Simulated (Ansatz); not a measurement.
# NS⁺, triplet: the ladder up to full CI

Geometry: a point of a stretch scan, not a stationary point.

```tsv
atom	x (Å)	y (Å)	z (Å)
N	0.0000	0.0000	0.0000
S	0.0000	0.0000	1.9790
```

Basis 6-31G; Ansatz 0.2.0. Correlated methods freeze the noble-gas cores, which leaves 10 electrons in 16 orbitals. Prefix R: restricted or restricted open-shell reference; prefix U: unrestricted. Active spaces: pair = (4e, 4o) about the gap; valence = (10e, 8o) chosen from the atoms' valence shells.

Full CI is exact within this basis and frozen core; it isn't the basis-set limit. The frozen core follows each run's orbitals, which can shift R against U totals by a few meV.

Unrestricted rows (U) aren't spin-pure: their determinants' ⟨S²⟩ exceeds S(S+1) by up to 1.28, so they mix in states of higher spin. HF rows: UHF is the lowest solution found. Coupled cluster chose its determinant by a search with trial CCSD, here up to 0.32 eV above the lowest Hartree–Fock solution of its kind, and MP2 stands on that determinant too. The determinant fills πx and πy unequally, so it is a mixture of Σ and Δ, which weighs on every level built on one determinant.

The UHF ⟨S²⟩ is 3.285 and the T1 diagnostic (RCCSD) is 0.1653. The largest doubles amplitude (RCCSD) is 0.344 and the T1 diagnostic (UCCSD) is 0.0975.

```
                   level  E − E(full CI) (meV)  share of correlation (%)  wall time
                     UHF                  4071                     35.69          –
                    RMP2                  2950                     53.41          –
                    UMP2                  2343                     62.99          –
                  RCCSD*                  1059                     83.28          –
                  UCCSD*                   521                     91.77          –
               RCCSD(T)*                  -318                    105.03      2.3 s
               UCCSD(T)*                    97                     98.46      2.9 s
                BCCD(T)*                  -128                    102.02      2.5 s
                 RCCSDT*                    11                     99.83          –
                 UCCSDT*                   -81                    101.28          –
              RCCSDT(Q)*                  -223                    103.53      6.5 s
              UCCSDT(Q)*                  -190                    103.00       11 s
                RCCSDTQ*                     8                     99.88       97 s
                UCCSDTQ*                    -7                    100.11    1.7 min
     CASSCF (pair space)                  3473                     45.14          –
     NEVPT2 (pair space)                   989                     84.39     0.57 s
     MRCISD (pair space)                   418                     93.39          –
   MRCISD+Q (pair space)                    81                     98.73        1 s
  CASSCF (valence space)                  1547                     75.56          –
  NEVPT2 (valence space)                   396                     93.75      1.9 s
  MRCISD (valence space)                    54                     99.15          –
MRCISD+Q (valence space)                    14                     99.77      2.6 s
```

An asterisk marks runs whose energy the program itself flagged as in doubt.

The correlation energy at full CI, counted from the determinant under the R cluster runs, is -6.331 eV. That run took 2 min on 1 thread of Arm Neoverse V1, shared host over 4,777,056 determinants.

Run but not shown, since their state, orbitals or frozen core can't be matched to the reference's or they repeat it: RHF, CISD, CISDTQ.

Times hold each run's SCF and search for its determinant on a shared host, so for small cases they say little of a method's own cost; they ran on 1 thread of Arm Neoverse V1.

Not variational, and here over 5 meV under the exact energy: RCCSD(T), BCCD(T), UCCSDT, RCCSDT(Q), UCCSDT(Q), UCCSDTQ.

The full-CI state has the irrep A1 of C2v, in the program's axes (one component, if the state is degenerate).

Natural occupations of full CI about the gap: 1.990 1.977 1.840 1.317 1.317 0.679 0.679 0.161 0.010 0.007; effectively unpaired electrons, Σ n²(2−n)², 3.41. No single determinant describes this state well, so single-reference rows can miss without a flag.
